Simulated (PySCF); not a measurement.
silicon monoxide (OSi), SMILES O=[Si] (connectivity only; charge and spin as stated), neutral, multiplicity 1. Heavy atoms are numbered as in [Si:1]=[O:2].

Geometry: B3LYP-D3(BJ)/def2-TZVPD.

All values below come from CAM-B3LYP/def2-TZVPD run with PySCF.

ESP charges are fitted to the potential on shells at 1.4 to 2.0 van der Waals radii. Atomic charges (e), one atom of each kind:

```tsv
atom	ESP fit	IAO
Si1	0.49	0.75
O2	-0.49	-0.75
```
